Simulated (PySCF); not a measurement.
Metal–ligand bonds in Zn(OH)1–Y. All species are isolated molecules in the gas phase. One relaxed conformer stands for each flexible species; it need not be the lowest. Multiplicities are imposed; where one is given, others were not computed. Strings in code marks are SMILES.

Calculation: PBE-D3(BJ)/def2-TZVP // PBE-D3(BJ)/def2-SVP in PySCF. 

| species | dipole moment (D) | highest occupied spin orbital (eV) |
|---|---|---|
| free radical NH2 (`[NH2]`) | 1.92 | -7.20 |
| free radical CH3 (`[CH3]`) | 0.00 | -5.38 |
| free radical OCH3 | … | … |
| free radical N(CH3)2 (`C[N]C`) | 1.70 | -5.56 |

### Question
Some entries are withheld; supply them.

### Answer

- free radical OCH3, dipole moment (D): 2.10
- free radical OCH3, highest occupied spin orbital (eV): -5.97
